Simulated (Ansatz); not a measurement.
`F/C=N\CF` and `C=NCF` differ in one atom or group.

Ansatz, PBE0-D4/def2-TZVP geometries, multiplicity 1. Each molecule was computed in one conformer, which needn't be the lowest.

```
                                          property  `F/C=N\CF`
size of the dipole moment (ωB97M-V/def2-TZVPP) / D        1.55
                 LUMO energy (PBE/def2-TZVPP) / eV       -1.34
    zero-point energy (PBE0-D4/def2-TZVP) / kJ/mol       143.6
    size of the dipole moment (PBE/def2-TZVPP) / D        1.40
               HOMO energy (B3LYP/def2-TZVPP) / eV       -8.54
                 HOMO energy (PBE/def2-TZVPP) / eV       -7.18
```

**Question.** What does the change do to each property? (Best estimate.)

**Answer.** The calculation gave: 
| property | `C=NCF` | shift |
| --- | --- | --- |
| size of the dipole moment (ωB97M-V/def2-TZVPP) / D | 0.38 | -1.17 |
| LUMO energy (PBE/def2-TZVPP) / eV | -1.69 | -0.35 |
| zero-point energy (PBE0-D4/def2-TZVP) / kJ/mol | 162.6 | 19.0 |
| size of the dipole moment (PBE/def2-TZVPP) / D | 0.26 | -1.14 |
| HOMO energy (B3LYP/def2-TZVPP) / eV | -7.75 | 0.79 |
| HOMO energy (PBE/def2-TZVPP) / eV | -6.43 | 0.75 |

With PBE0 the HOMO rises by 0.82 eV and the LUMO falls by 0.34 eV, so the gap narrows by about 1.16 eV. PBE moves the HOMO by 0.75 eV and ωB97M-V by 0.77 eV. Dipoles are sizes alone; their direction can turn.

B3LYP here is the variant with VWN-RPA as its local correlation; programs differ in this.
